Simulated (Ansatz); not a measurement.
# Nb: from a trial structure to a relaxed crystal

The calculation used Ansatz 0.2.0, DFT r2SCAN, scalar-relativistic, plane waves, PAW.

Nb was placed on the beta-tungsten (A15) structure type (Pm-3n, No. 223), at a guessed volume.

Input of the last, converged step (default PAW datasets):

```yaml
crystal:
  lattice:
    - [5.2900020448, 0.0, 0.0]
    - [0.0, 5.2900020448, 0.0]
    - [0.0, 0.0, 5.2900020448]
  atoms:
    - { symbol: Nb, position: [0.5, 0.5, 0.5] }
    - { symbol: Nb, position: [0.0, 0.0, 0.0] }
    - { symbol: Nb, position: [0.25, 0.0, 0.5] }
    - { symbol: Nb, position: [0.5, 0.25, 0.0] }
    - { symbol: Nb, position: [0.5, 0.75, 0.0] }
    - { symbol: Nb, position: [0.75, 0.0, 0.5] }
    - { symbol: Nb, position: [0.0, 0.5, 0.75] }
    - { symbol: Nb, position: [0.0, 0.5, 0.25] }
basis:
  ecutwfc: 500
kpoints:
  mp_grid: { grid: [8, 8, 8] }
hamiltonian:
  xc: r2scan
scf:
  occupations: { method: gaussian, width: 0.1 }
output:
  forces: true
  stress: true
  eigenvalues: true
relax:
  adjacent_minimum: "off"
  f_tol: 0.01
  max_steps: 80
  cell: { stress_tol: 0.05 }
```

It can be run as:

```bash
ansatz run input.yaml --threads 1 --pin off --backend cpu --events-out ev --progress --plain --runs-dir out  # memory cap (--max-ram) not shown
```

End of the output:

```
SCF converged after 3 iterations
Free energy (F): -36508.245817 eV
Harris-Foulkes:  -36508.245817 eV  (|F-HF|=1.46e-11)
Internal energy: -36508.196829 eV  (E = F + TS)
E sigma→0 (E₀):  -36508.221323 eV
Entropy (-TS):   -0.048988 eV (-6.124 meV/atom)
Fermi energy:    17.274901 eV
--- Per-component energies (eV) ---
  E_band       = -690.360973
  E_kinetic    = 3148.143631
  E_local      = -5694.791009  (includes V_loc(G=0)·N_el)
  E_nonlocal   = 953.328859
  E_hartree    = 1770.395915
  E_xc         = -1356.138064
  E_vxc        = -1891.931699  (∫ρ·V_xc dr)
  E_paw        = -24721.064529  (= ΣΔE_a)
  E_vpaw       = -864.885678  (= ΣTr[D̂ρ^β])
  E_aug_tail   = 0.000034  (compensation charges beyond the density's cutoff)
  E_vtau       = 118.983011  (kinetic-family band-sum trace: ∫τ·v_τ [+ j·A + Jᵃ·Aᵃ] dr)
  E_ewald      = -10606.532221
  E_core_change = -1.539446  (= ΣΔE_core)
  E_smearing   = -0.048988  (= −TS)
  E_closure    = 0.000000  (closes the sum)
  Σ components = -36508.245817   (vs F -36508.245817, Δ=0.00e0)
--- Forces (eV/Å), atoms counted from 1 ---
  atom   1  Nb     0.00000000     0.00000000     0.00000000
  atom   2  Nb     0.00000000     0.00000000     0.00000000
  atom   3  Nb     0.00000000     0.00000000     0.00000000
  atom   4  Nb     0.00000000     0.00000000     0.00000000
  atom   5  Nb     0.00000000     0.00000000     0.00000000
  atom   6  Nb     0.00000000     0.00000000     0.00000000
  atom   7  Nb     0.00000000     0.00000000     0.00000000
  atom   8  Nb     0.00000000     0.00000000     0.00000000
  max |Σ_I F_I| component: 2.31e-18 eV/Å
--- Stress (GPa, compression-positive) ---
        0.000080       0.000000       0.000000
        0.000000       0.000080       0.000000
        0.000000       0.000000       0.000080
  P = ⅓ Tr σ = 0.0001 GPa (0.001 kbar)
--- Relaxed structure (3 steps of the walk, 2 accepted, 1 SCFs on fresh bases) ---
  F+E_penalty+E_count = -36508.24581700 eV   max|allowed force component| = 8.963e-18 eV/Å   (the final SCF, on the basis selected at the relaxed cell)
  cell:  # Å, volume = 147.9869 Å³
    - [5.289417, 0.0, 0.0]
    - [0.000000, 5.289417, 0.0]
    - [0.000000, 0.0, 5.289417]
  atoms:
    - { symbol: Nb, position: [0.5, 0.5, 0.5] }
    - { symbol: Nb, position: [0.000000, 0.000000, 0.000000] }
    - { symbol: Nb, position: [0.25, 0.000000, 0.5] }
    - { symbol: Nb, position: [0.5, 0.25, 0.000000] }
    - { symbol: Nb, position: [0.5, 0.750000, 0.000000] }
    - { symbol: Nb, position: [0.750000, 0.000000, 0.5] }
    - { symbol: Nb, position: [0.000000, 0.5, 0.750000] }
    - { symbol: Nb, position: [0.000000, 0.5, 0.25] }
```

Absolute energies hang on the potentials; compare differences alone.

The result has space group Pm-3n (No. 223). Nb on Wyckoff site a (2 atoms of the primitive cell) is coordinated by 12 Nb at 2.96 Å; around Nb on Wyckoff site c (6 atoms of the primitive cell) lie 2 Nb at 2.64 Å, 4 Nb at 2.96 Å and 8 Nb at 3.24 Å.

It lies 0.10 eV/atom above the element's standard state at the same level.

For metals, differences of a few meV/atom aren't resolved.

A structure relaxed within its symmetry needn't be a true minimum.